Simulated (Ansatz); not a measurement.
# C2H3Al: one species, many methods

The task here is to estimate one member of a computed series from the others.

Program: Ansatz 0.2.0, Gaussian basis. Level of theory: functionals in def2-TZVPP, the program's frozen cores in correlated methods. These are calculated values, not measurements.

Levels to be run: LDA (SPW92), PBE-D4, revPBE-D4, BLYP-D4, r2SCAN-D4, B97M-V, PBE0-D4, B3LYP-D4, r2SCANh-D4, r2SCAN0-D4, HSE06-D4, BHLYP-D4, CAM-B3LYP-D4, LC-ωPBE, ωB97X-V, ωB97M-V, B2PLYP, PBE-QIDH; CCSD(T)/def2-SVP; CCSD(T)/def2-TZVPP; MP2/def2-QZVPP; extrapolation to the limit; RPA on PBE.

2 further runs of the same task are left out: 2 that didn't finish.

### Structure used throughout

All runs share one geometry, relaxed beforehand with PBE0-D4 in a triple-zeta def2 set.

SMILES `C#[C][AlH2]`, 6 atoms, charge 0, spin multiplicity 1.

Atoms are counted from 1 here; the program's logs count them from 0.

Bond lengths: C1–C2 1.211 Å, C1–H4 1.067 Å, C2–Al3 1.906 Å, Al3–H5 1.580 Å, Al3–H6 1.580 Å. Angles: C2–C1–H4 180.0°, C1–C2–Al3 179.9°, C2–Al3–H5 118.8°, C2–Al3–H6 118.8°, H5–Al3–H6 122.4°.

Set-up of the first run:

Input file in.yaml:

```yaml
crystal:
  periodic: [false, false, false]
  atoms:
    - {symbol: C, position_ang: [-0.792818, -1.637611, -0.298136]}
    - {symbol: C, position_ang: [-0.266129, -0.564168, -0.106203]}
    - {symbol: Al, position_ang: [0.564769, 1.124159, 0.195033]}
    - {symbol: H, position_ang: [-1.256988, -2.583085, -0.467377]}
    - {symbol: H, position_ang: [1.356714, 1.804691, -0.990468]}
    - {symbol: H, position_ang: [0.436551, 1.792014, 1.620952]}
basis:
  gaussian: {orbitals: def2-TZVPP}
hamiltonian: {xc: lda}
output: {orbitals: {seedname: orbitals}}
```

Among the steps run: LDA; PBE-D4 (GGA); revPBE-D4 (GGA); BLYP-D4 (GGA); r2SCAN-D4 (meta-GGA); B97M-V (meta-GGA); PBE0-D4 (hybrid); B3LYP-D4 (hybrid); r2SCANh-D4 (hybrid); r2SCAN0-D4 (hybrid); HSE06-D4 (hybrid); BHLYP-D4 (hybrid); CAM-B3LYP-D4 (range-separated); LC-ωPBE-D4 (range-separated; the results give it without D4); ωB97X-V (range-separated); ωB97M-V (range-separated); B2PLYP (double hybrid); PBE-QIDH (double hybrid).

One table of the session follows, with a row left open; its other results are not shown here.

It belongs to the step «Frontier levels by functional». 

```
  functional  HOMO (eV)  LUMO (eV)  gap (eV)
 LDA (SPW92)      -6.98      -2.91      4.07
      PBE-D4          ?          ?         ?
   revPBE-D4      -6.81      -2.54      4.26
     BLYP-D4      -6.71      -2.54      4.17
   r2SCAN-D4      -7.11      -2.35      4.75
      B97M-V      -7.13      -2.54      4.60
     PBE0-D4      -8.05      -1.86      6.19
    B3LYP-D4      -7.83      -2.08      5.75
  r2SCANh-D4      -7.55      -2.08      5.47
  r2SCAN0-D4      -8.22      -1.69      6.53
    HSE06-D4      -7.65      -2.23      5.42
    BHLYP-D4      -9.11      -1.07      8.04
CAM-B3LYP-D4      -9.41      -0.93      8.47
     LC-ωPBE     -10.83       0.17     11.00
     ωB97X-V     -10.42       0.07     10.49
     ωB97M-V     -10.27      -0.18     10.09
```

**Question.** Estimate the row for PBE-D4.

The run gave: HOMO (eV): -6.86; LUMO (eV): -2.65; gap (eV): 4.20. In the column «HOMO (eV)» it lies between LDA (SPW92) (-6.98) and revPBE-D4 (-6.81).
